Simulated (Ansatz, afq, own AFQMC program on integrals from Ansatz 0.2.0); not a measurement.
Integrals from Ansatz 0.2.0, then the random walk in our own AFQMC program (afq).

```yaml
crystal:
  periodic: [false, false, false]
  atoms:
    - {symbol: B, position_ang: [0.000000, -0.138799, 1.515922]}
    - {symbol: Al, position_ang: [0.000000, 0.096806, -0.547327]}
    - {symbol: H, position_ang: [0.000000, -1.102664, -1.608146]}
basis:
  gaussian: {orbitals: 6-31G}
total_charge: 1
magnetization: {spin_polarized: false}
correlation: {method: ccsd_t, electrons: outside_noble_gas, hamiltonian_folder: ham}
```

```sh
$ ansatz run in.yaml --threads 1 --pin off --events-out ev --progress --plain --max-ram 1843MiB
```

Options of the walk:

```
--method phaseless --trial cisd --walkers 200 --populations 1 --least-time 40 --time-step 0.005 --steps-per-block 50 --equilibration-blocks 28 --max-blocks 300 --target-error 0.00029 --factor-cut 1e-05 --seed 8687 --release-times 0.24,0.51,0.99,1.62,2.4 --release-step 0.03 --release-every 4 --taylor-order 6
```

Times are imaginary, in 1/Eh. The walk had a cap of 297 s.

afq prints:

```
orbitals 18  electrons 3 3  factors 108 of 296
reference energy -266.69042360 Eh
CCSD correlation -0.10933909 Eh in 16 cycles, weight of the determinant in the CISD state 0.8228
energy of the start -266.799763 Eh
 block  time / (1/Eh)  mean weight  energy / Eh
     1     0.250  0.9997  -266.798809
     2     0.500  1.0000  -266.798615
     3     0.750  0.9999  -266.798797
     4     1.000  1.0000  -266.799050
     5     1.250  1.0000  -266.799195
    10     2.500  1.0004  -266.800448
    29     7.250  1.0001  -266.801375
    49    12.250  0.9999  -266.803608
    69    17.250  0.9999  -266.802086
    89    22.250  1.0000  -266.801586
    93    23.250  1.0002  -266.806880
   109    27.250  0.9999  -266.801780
   121    30.250  0.9998  -266.799841
   129    32.250  0.9992  -266.803298
   149    37.250  0.9998  -266.803745
   169    42.250  1.0003  -266.803264
   185    46.250  0.9994  -266.802423
blocks merged  error / Eh  count
     1  0.000146  160
     2  0.000164  80
     4  0.000216  40
     8  0.000224  20
    16  0.000194  10
released: time / (1/Eh)  energy / Eh  error  mean overlap
  0.24  -266.802542  0.000264  1.0051
  0.51  -266.802784  0.000247  1.0008
  0.99  -266.802733  0.000224  1.0034
  1.62  -266.802923  0.000213  1.0122
  2.40  -266.803125  0.000292  1.0159
energy -266.802464 +/- 0.000224 Eh
(rows thinned)
```

The run passed its tests (sampling time, drift between the halves within three errors, error under three times the target), which doesn't prove that it has relaxed. The second half of the sampling lies above the first by 1.9 errors of their difference, so the energy may still be moving and its error bar be too small.

Against this walk (error 6.1 meV) on the same determinant: CCSD(T) 3.4 meV lower (within the noise), CCSDT(Q) 34.9 meV lower, CCSDTQ 37.9 meV lower, full CI 38.2 meV lower. The error is statistical and leaves out the bias of the constraint. Released to 2.40 1/Eh the energy moves by -18 ± 10 meV (both errors), within twice the noise. Full CI is exact here, so the walk's 38 meV above it is the walk's own error: the bias of the constraint with this trial, or a walk that hasn't relaxed.

Cautions: constraint bias not in the error; restricted determinant unstable towards unrestricted (UHF 783 meV lower, ⟨S²⟩ 0.89); strong correlation (T1 0.044, weight of the determinant 0.82, largest double 0.22); the released energy hasn't reached full CI (20 meV above it at 2.40 1/Eh).

The walk took 63 s on 1 thread of Arm Neoverse V1, on a shared host. The log's last line is the phaseless energy.

CCSDT and higher add their correlation energy to the determinant of the CCSD(T) run, since their own runs factorise the integrals more tightly (a shift of under 2 meV). A walk keeps the symmetry of its determinant, which the program's search chose and which needn't be the lowest solution, so a lower state of the same spin and another symmetry isn't excluded.
